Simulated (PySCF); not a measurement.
**CF (SMILES [C]F), step by step**

Wanted: a series of 20 runs (UPBE0-D4/def2-TZVP, UCCSD(T)/def2-TZVPP, URI-MP2/def2-QZVPP, UPBE-D4/def2-TZVPP, U-r2SCAN-D4/def2-TZVPP, UB3LYP-D4/def2-TZVPP, UPBE0-D4/def2-TZVPP, U-wB97M-V/def2-TZVPP, and more) of CF. 

Program for the calculation: PySCF 2.14.0.

## (1) Starting point

CF has 2 atoms, charge 0, and is taken as a doublet. As SMILES, `[C]F`. All atoms were displaced at random from a relaxed shape. The run starts from this shape.

Bond lengths: C1–F2 1.184 Å.

## (2) A geometry optimisation at UPBE0-D4/def2-TZVP (density fitting with def2-universal-jkfit) (run 1)

Input file input.xyz:

```xyz
2
CF
C      0.025546     0.002553     0.040099
F      0.070777    -0.011986     1.222988
```

Input file input.py:

```python
from pyscf import gto, dft
from pyscf.geomopt.geometric_solver import kernel as optimise

molecule = gto.Mole()
molecule.atom = 'input.xyz'
molecule.verbose = 3
molecule.max_memory = 1860
molecule.basis = 'def2-tzvp'
molecule.spin = 1
molecule.build()

myscf = dft.UKS(molecule, xc='pbe0')
myscf = myscf.density_fit(auxbasis='def2-universal-jkfit')
myscf.max_cycle = 100
myscf.grids.level = 4
myscf.conv_tol = 1e-09
myscf.disp = 'd4'
converged, mol_eq = optimise(myscf, maxsteps=100)
print('converged:', converged)
print(mol_eq.tostring())

myscf.reset(mol_eq)
molecule = mol_eq
myscf.kernel()
energy = myscf.e_tot
print(f'total energy: {energy:.8f} hartree')
```

Command:

```sh
OMP_NUM_THREADS=1 python input.py
```

What it wrote:

```text
maxiter                   100
----------------------------------------------------------
Custom engine selected.
Bonds will be generated from interatomic distances less than 1.20 times sum of covalent radii
6 internal coordinates being used (instead of 6 Cartesians)
Internal coordinate system (atoms numbered from 1):
Distance 1-2
Translation-X 1-2
Translation-Y 1-2
Translation-Z 1-2
Rotation-A 1-2
Rotation-B 1-2
Rotation-C 1-2
> ===== Optimization Info: ====
> Job type: Energy minimization
> Maximum number of optimization cycles: 100
> Initial / maximum trust radius (Angstrom): 0.100 / 0.300
> Convergence Criteria:
> Will converge when all 5 criteria are reached:
>  |Delta-E| < 1.00e-06
>  RMS-Grad  < 3.00e-04
>  Max-Grad  < 4.50e-04
>  RMS-Disp  < 1.20e-03
>  Max-Disp  < 1.80e-03
> === End Optimization Info ===

[... 6 lines left out ...]
WARN: Mole.unit (angstrom) is changed to Bohr
[... 1 line left out ...]
WARN: HOMO -0.0866469521951986 >= LUMO -0.0866469521951976
[... 1 line left out ...]
converged SCF energy = -137.688570199825  <S^2> = 0.75407469  2S+1 = 2.0040705
[... 6 lines left out ...]
Step    0 : Gradient = 1.078e-01/1.078e-01 (rms/max) Energy = -137.6885701998
[... 7 lines left out ...]
converged SCF energy = -137.695231120286  <S^2> = 0.75428722  2S+1 = 2.0042826
[... 14 lines left out ...]
converged SCF energy = -137.696288895524  <S^2> = 0.75438632  2S+1 = 2.0043815
[... 14 lines left out ...]
converged SCF energy = -137.696355079558  <S^2> = 0.75441471  2S+1 = 2.0044098
[... 9 lines left out ...]
Geometry optimization cycle 5
Cartesian coordinates (Angstrom)
 Atom        New coordinates             dX        dY        dZ
   C   0.023910   0.003059  -0.002091   -0.000022  0.000005 -0.000465
   F   0.072397  -0.012514   1.265151    0.000021 -0.000012  0.000467
converged SCF energy = -137.696355905893  <S^2> = 0.75441827  2S+1 = 2.0044134
--------------- DFUKS_Scanner gradients ---------------
         x                y                z
0 C     0.0000011789    -0.0000002697     0.0000274855
1 F    -0.0000011427     0.0000005804    -0.0000276361
----------------------------------------------
cycle 5: E = -137.696355906  dE = -8.26335e-07  norm(grad) = 3.90168e-05
Step    4 : Displace = 4.663e-04/4.663e-04 (rms/max) Trust = 2.828e-01 (+) Grad = 2.759e-05/2.767e-05 (rms/max) E (change) = -137.6963559059 (-8.263e-07) Quality = 1.031
Hessian Eigenvalues: 5.00000e-02 5.00000e-02 5.00000e-02 ... 5.00000e-02 5.00000e-02 5.16052e-01
Converged! =D

converged: True
C           0.02391030        0.00305884       -0.00209057
F           0.07239667       -0.01251449        1.26515129

WARN: HOMO -0.0974253310644878 >= LUMO -0.0974253310644884

converged SCF energy = -137.696355904105  <S^2> = 0.75441831  2S+1 = 2.0044134
total energy: -137.69635590 hartree
```

It took 19 s on 1 thread of Arm Neoverse V2, shared host; peak memory 0.56 GiB.

Steps, from the record of the run:

```tsv
step	energy from the first frame kept (eV)	largest force (eV/Å)
0	0.0000	5.5442
1	-0.1813	1.8667
2	-0.2100	0.4291
3	-0.2118	0.0468
4	-0.2119	0.0014
```

After the run. Bond lengths: C1–F2 1.268 Å.

## (3) The harmonic vibrations at UPBE0-D4/def2-TZVP (density fitting with def2-universal-jkfit) (run 2)

Input file geometry.xyz:

```xyz
2
CF
C      0.000000     0.000000    -0.634132
F      0.000000     0.000000     0.634132
```

Input file calc.py:

```python
from pyscf import gto, dft, symm
from pyscf.hessian import thermo

mol = gto.M(
    atom='geometry.xyz',
    verbose=3,
    spin=1,
    basis='def2-tzvp',
    max_memory=1860,
)

ks = dft.UKS(mol, xc='pbe0')
ks = ks.density_fit(auxbasis='def2-universal-jkfit')
ks.conv_tol = 1e-09
ks.disp = 'd4'
ks.max_cycle = 100
ks.grids.level = 4
ks.kernel()

energy = ks.e_tot
print(f'total energy: {energy:.8f} hartree')
hess = ks.Hessian().kernel()
modes = thermo.harmonic_analysis(mol, hess)
thermo.dump_normal_mode(mol, modes)
symm.geom.TOLERANCE = 1e-3  # for the symmetry number
th = thermo.thermo(ks, modes['freq_au'], 298.15, 101325)
thermo.dump_thermo(mol, th)
```

Command:

```sh
OMP_NUM_THREADS=1 python calc.py
```

What it wrote:

```text
WARN: HOMO -0.0974252477016926 >= LUMO -0.0974252477016969

converged SCF energy = -137.696355919357  <S^2> = 0.75441831  2S+1 = 2.0044134
total energy: -137.69635592 hartree

WARN: DFTD4 does not support analytical Hessian, using finite difference.

WARN: Mole.unit (angstrom) is changed to Bohr

Mode                                 0
Irrep
Freq [cm^-1]                     1338.7814
Reduced mass [au]                  14.0063
Force const [Dyne/A]               14.7908
Char temp [K]                    1926.2083
Normal mode                   x     y     z
       0   C                -0.00 -0.00 -0.23
       1   F                -0.00 -0.00  0.14
temperature 298.1500 [K]
pressure 101325.00 [Pa]
Rotational constants [GHz] inf 42.69677 42.69677
Symmetry number 1
Zero-point energy (ZPE) 0.00305 [Eh]   8007.691 [J/mol]
                           tot       elec      trans        rot        vib
Entropy [J/mol/K]       207.160      5.763    151.577     49.722      0.097
Cv [J/mol/K]             21.331      0.000     12.472      8.314      0.544
Cp [J/mol/K]             29.645      0.000     20.786      8.314      0.544
Internal energy [J/mol]                      3718.434   2478.956   8032.778
Internal energy [Eh]   -137.69094  -137.69636
Enthalpy [J/mol]                             6197.391   2478.956   8032.778
Enthalpy [Eh]          -137.68999
Gibbs free energy [J/mol]                  -38995.360 -12345.661   8003.811
Gibbs free energy [Eh] -137.71352
```

Run time: 24 s. Hardware: 1 thread of Arm Neoverse V2, shared host; peak memory 0.89 GiB.

Runs 3 to 17 aren't shown in full; the table further down has their settings and results.

## (4) The singlet cation: the energy at PBE0-D4/def2-TZVPP (run 18)

Input file input.xyz:

```xyz
2

C      0.023910     0.003059    -0.002091
F      0.072397    -0.012514     1.265151
```

Input file job.py:

```python
from pyscf import gto, dft

mol = gto.Mole()
mol.atom = 'input.xyz'
mol.max_memory = 1860
mol.verbose = 3
mol.basis = 'def2-tzvpp'
mol.charge = 1
mol.spin = 0
mol.build()

calc0 = dft.RKS(mol)
calc0.xc = 'pbe0'
calc0.conv_tol = 1e-10
calc0.grids.level = 5
calc0.disp = 'd4'
calc0.kernel()
if not calc0.converged:
    calc0 = calc0.newton().run(calc0.mo_coeff, calc0.mo_occ)

e_tot = calc0.e_tot
print('Final energy', e_tot)
```

Command:

```sh
OMP_NUM_THREADS=1 python job.py
```

What it wrote:

```text
converged SCF energy = -137.335954211308
Final energy -137.3359542113082
```

Run time: 2.7 s. Hardware: 1 thread of Arm Neoverse V2, shared host; peak memory 0.29 GiB.

Run 19 isn't shown in full; the table further down has it.

## (5) The singlet cation: the energy at B3LYP/6-31G(d) (spherical functions) (run 20)

Input file run.py:

```python
from pyscf import gto, dft

molecule = gto.Mole()
molecule.atom = 'C 0.023910 0.003059 -0.002091; F 0.072397 -0.012514 1.265151'
molecule.verbose = 3
molecule.charge = 1
molecule.max_memory = 1860
molecule.basis = '6-31g*'
molecule.build()

mf = dft.RKS(molecule)
mf.xc = 'b3lyp'
mf.grids.level = 5
mf.conv_tol = 1e-10
mf.kernel()
if not mf.converged:
    mf = mf.newton().run(mf.mo_coeff, mf.mo_occ)

energy = mf.e_tot
print('E = %.10f Eh' % energy)
```

Command:

```sh
OMP_NUM_THREADS=1 python run.py
```

What it wrote:

```text
converged SCF energy = -137.421404600149
E = -137.4214046001 Eh
```

Run time: 1.6 s. Hardware: 1 thread of Arm Neoverse V2, shared host; peak memory 0.19 GiB.

## (6) The series

```tsv
run	level	task	optimizer	partner	energy (Eh)	dipole moment (D) of the reference	HOMO energy (eV)	LUMO energy (eV)	wall time
1	UPBE0-D4/def2-TZVP (density fitting with def2-universal-jkfit)	optimise	geomeTRIC	base	-137.696356	0.80	-6.23	-2.74	19 s
2	UPBE0-D4/def2-TZVP (density fitting with def2-universal-jkfit)	frequencies	–	base	-137.696356	0.80	-6.23	-2.74	24 s
3	UCCSD(T)/def2-TZVPP	energy	–	base	-137.609359	0.45	-10.83	1.81	13 s
4	URI-MP2/def2-QZVPP (density fitting with def2-universal-jkfit)	energy	–	base	-137.620147	0.45	-10.84	1.64	1.2 s
5	UPBE-D4/def2-TZVPP	energy	–	base	-137.696529	0.96	-4.52	-4.08	5.1 s
6	U-r2SCAN-D4/def2-TZVPP	energy	–	base	-137.775050	0.88	-5.02	-3.74	21 s
7	UB3LYP-D4/def2-TZVPP	energy	–	base	-137.843173	0.79	-5.97	-3.04	5.1 s
8	UPBE0-D4/def2-TZVPP	energy	–	base	-137.696343	0.80	-6.23	-2.74	4.8 s
9	U-wB97M-V/def2-TZVPP	energy	–	base	-137.806456	0.80	-8.33	-0.30	17 s
10	UB2PLYP/def2-TZVPP	energy	–	base	-137.756789	0.62	-7.95	-0.96	5.4 s
11	USVWN5/def2-TZVPP	energy	–	base	-136.842286	0.97	-4.53	-4.47	3.6 s
12	UM06-2X/def2-TZVPP	energy	–	base	-137.789055	0.68	-7.49	-1.53	24 s
13	UB3LYP/6-31G* (spherical functions)	energy	–	base	-137.774036	0.82	-5.39	-2.44	2.5 s
14	UHF/STO-3G	energy	–	base	-135.304019	0.71	-7.53	6.84	0.56 s
15	CCSD(T)/def2-TZVPP	energy	–	cation	-137.265613	–	-26.81	-8.37	2.8 s
16	PBE-D4/def2-TZVPP	energy	–	cation	-137.344031	–	-20.51	-14.72	2.6 s
17	B3LYP-D4/def2-TZVPP	energy	–	cation	-137.480418	–	-22.07	-13.75	2.8 s
18	PBE0-D4/def2-TZVPP	energy	–	cation	-137.335954	–	-22.32	-13.36	2.7 s
19	wB97M-V/def2-TZVPP	energy	–	cation	-137.458005	–	-24.81	-10.70	9.6 s
20	B3LYP/6-31G* (spherical functions)	energy	–	cation	-137.421405	–	-22.04	-13.71	1.6 s
```

## (7) Outcome

| quantity | value |
| --- | --- |
| singlet cation, run 20: total energy | -137.42140 Eh |
| singlet cation, run 20: HOMO energy | -22.04 eV |
| singlet cation, run 20: LUMO energy | -13.71 eV |
| singlet cation, run 20: HOMO–LUMO gap | 8.33 eV |
| vertical ionisation energy (to the singlet cation), UCCSD(T)/def2-TZVPP | 9.354 eV |
| vertical ionisation energy (to the singlet cation), UPBE-D4/def2-TZVPP | 9.592 eV |
| vertical ionisation energy (to the singlet cation), UB3LYP-D4/def2-TZVPP | 9.871 eV |
| vertical ionisation energy (to the singlet cation), UPBE0-D4/def2-TZVPP | 9.807 eV |
| vertical ionisation energy (to the singlet cation), U-wB97M-V/def2-TZVPP | 9.482 eV |
| vertical ionisation energy (to the singlet cation), UB3LYP/6-31G* | 9.596 eV |

**Reading.** At UCCSD(T)/def2-TZVPP: removing an electron at fixed nuclei costs 9.35 eV (903 kJ/mol). Only the singlet of the ionised species was computed; a triplet could lie lower. At UPBE-D4/def2-TZVPP: removing an electron at fixed nuclei costs 9.59 eV (925 kJ/mol). At UB3LYP-D4/def2-TZVPP: the vertical ionisation energy comes to 9.87 eV (952 kJ/mol). At UPBE0-D4/def2-TZVPP: the vertical ionisation energy comes to 9.81 eV (226 kcal/mol). At U-wB97M-V/def2-TZVPP: removing an electron at fixed nuclei costs 9.48 eV (219 kcal/mol). Over runs 16, 17, 18, 19, 20 the HOMO–LUMO gap runs from 5.79 eV (PBE-D4/def2-TZVPP) to 14.11 eV (wB97M-V/def2-TZVPP). Totals of different functionals can't be ranked against each other. In run 14 the basis is minimal, so the values are rough. All runs together took 2.8 min, the longest 24 s.
